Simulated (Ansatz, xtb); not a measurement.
## Relative energy of two isomers of C6H11+

Structure a is `C/C=C/[C+](C)C`, a singlet and structure b is `C/C=C\[C+](C)C`, a singlet. Both are isolated ions in the gas phase, relaxed with PBE0-D3(BJ)/def2-SVP; the shapes shown needn't be the lowest conformers.

a (Å):

```xyz
17

C     0.8697    3.2031   -0.1373
C     0.5683    1.8522    0.3298
C    -0.1084    0.9012   -0.3973
C    -0.3818   -0.3981    0.0669
C    -1.1617   -1.3034   -0.7949
C     0.0514   -0.9260    1.3729
H     0.4997    3.4184   -1.1469
H     0.4610    3.9367    0.5832
H     1.9633    3.3668   -0.0908
H     0.9191    1.5973    1.3373
H    -0.4570    1.1632   -1.4011
H    -0.8843   -2.3581   -0.6534
H    -2.2178   -1.2229   -0.4625
H    -1.1339   -1.0243   -1.8559
H    -0.7739   -1.4828    1.8459
H     0.8332   -1.6852    1.1798
H     0.4501   -0.1871    2.0750
```

b (Å):

```xyz
17

C    -0.2528    2.1313   -0.1517
C    -0.1663    1.3433    1.0791
C    -0.6423    0.0922    1.4146
C    -1.4444   -0.7847    0.6592
C    -2.0541   -0.4704   -0.6506
C    -1.7317   -2.1140    1.2194
H     0.7427    2.5530   -0.3750
H    -0.8735    3.0250    0.0634
H    -0.6473    1.6219   -1.0334
H     0.3997    1.8342    1.8826
H    -0.3498   -0.2751    2.4023
H    -2.8372   -1.1930   -0.9133
H    -2.4582    0.5494   -0.7008
H    -1.2692   -0.5484   -1.4280
H    -2.8069   -2.1383    1.4905
H    -1.6288   -2.8891    0.4403
H    -1.1363   -2.3673    2.1042
```

Quicker runs give these differences E(b) − E(a): GFN2-xTB +0.148 eV; HF/STO-3G +0.228 eV (at GFN2-xTB geometries); r2SCAN-D4/def2-SVP +0.209 eV (at GFN2-xTB geometries).

Problem. Estimate E(b) − E(a) at the level CCSD(T)/def2-SVP + ΔMP2/def2-TZVPP.

Solution. Calculated at CCSD(T)/def2-SVP + ΔMP2/def2-TZVPP: E(b) − E(a) = +0.231 eV, so structure a lies lower.

Level by level:

```csv
level,geometry,E(b) − E(a) (eV),departure from the last row (eV),"job, with rough time for the two"
GFN2-xTB,GFN2-xTB,+0.148,−0.084,"optimisation, 0.22 s"
HF/STO-3G,GFN2-xTB,+0.228,−0.004,"single point, 0.32 s"
r2SCAN-D4/def2-SVP,GFN2-xTB,+0.209,−0.022,"single point, 3.7 s"
PBE0-D3(BJ)/def2-SVP,PBE0-D3(BJ)/def2-SVP,+0.226,−0.006,"optimisation, 2 min"
HF/def2-SVP,PBE0-D3(BJ)/def2-SVP,+0.282,+0.051,part of the CCSD(T) run
MP2/def2-SVP,PBE0-D3(BJ)/def2-SVP,+0.248,+0.017,part of the CCSD(T) run
CCSD(T)/def2-SVP,PBE0-D3(BJ)/def2-SVP,+0.237,+0.005,single point
CCSD(T)/def2-SVP + ΔMP2/def2-TZVPP,PBE0-D3(BJ)/def2-SVP,+0.231,,"single point, 59 s"
```

As drawn, both hold the same kinds of bond in the same numbers.

None of the levels shown reverses the order. The largest departure from CCSD(T)/def2-SVP + ΔMP2/def2-TZVPP is that of GFN2-xTB, 0.084 eV. The last row adds to CCSD(T) the change of the MP2 difference between the two basis sets, here −0.005 eV.

With thermal terms from frequencies at re-optimised GFN2-xTB minima (ideal gas, soft modes damped towards free rotors, one conformer each, 298.15 K, 1 atm): the zero-point term adds +0.018 eV; ΔH is +0.237 and ΔG +0.273 eV.

The correlated steps freeze 6 core orbitals. Codes used: Ansatz 0.2.0, xtb 6.7.1; the last row on 4 threads of Arm Neoverse V1 on a shared host.
